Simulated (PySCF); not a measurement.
Species: C4H5 (charge -1).
Cartesian coordinates in Å at the GFN2-xTB level; atoms count from 1:
```xyz
9
C4H5 angstrom
C      2.6092   -0.4703    0.6311
C      1.5201    0.0085    0.3236
C      0.2061    0.6012   -0.0523
C     -0.9118   -0.4506   -0.1290
H      0.2644    1.1101   -1.0385
H     -0.1065    1.3782    0.6782
H     -0.6619   -1.2121   -0.8701
H     -1.8809   -0.0102   -0.4036
H     -1.0251   -0.9486    0.8356
```

Method: delta-SCF UKS SCAN, pcX-2 on the ionised atom, pcseg-1 elsewhere, spin-free X2C in PySCF. The ground state was rerun for each ionised atom, in the same mixed basis as its hole state.

```json
{"ionised atom": "C1", "basis functions": "112", "E(ground) (Eh)": "-155.30771", "E(ionised) (Eh)": "-144.94043"}
{"ionised atom": "C2", "basis functions": "112", "E(ground) (Eh)": "-155.31118", "E(ionised) (Eh)": "-144.92195"}
{"ionised atom": "C3", "basis functions": "112", "E(ground) (Eh)": "-155.30428", "E(ionised) (Eh)": "-144.77876"}
{"ionised atom": "C4", "basis functions": "112", "E(ground) (Eh)": "-155.30348", "E(ionised) (Eh)": "-144.77987"}
```

Task: What are the 1s binding energies?

Result: E(ionised) − E(ground), at 27.2114 eV a hartree:

| atom | environment | difference (Eh) | binding energy (eV) |
| --- | --- | --- | --- |
| C1 | carbon bonded to C | 10.36728 | 282.11 |
| C2 | carbon bonded to 2 C | 10.38923 | 282.71 |
| C3 | propargylic carbon | 10.52552 | 286.41 |
| C4 | methyl carbon | 10.52361 | 286.36 |

Task: How much do the ground-state energies differ, and what would follow from using one of them for all holes?

Result: They run from -155.3112 Eh (core basis on C2) to -155.3035 Eh (on C4), 0.0077 Eh or 0.21 eV apart, for one and the same state in different bases and grids. Pairing the ion of C4 with the ground state of C2 would put its binding energy 0.21 eV too high.

Only 1s holes are shown. Spin contamination (⟨S²⟩ against 0.75 for a pure doublet) is marked for C 1s of C1 (0.87), which makes this value less certain. The species carries charge -1, so core ionisation leaves a neutral species. The basis sets have no added diffuse functions. Geometry: GFN2-xTB; no solvent, vibrations or thermal averaging.

Time: 14 s. Hardware: an Arm Neoverse V1 with one thread, shared host.
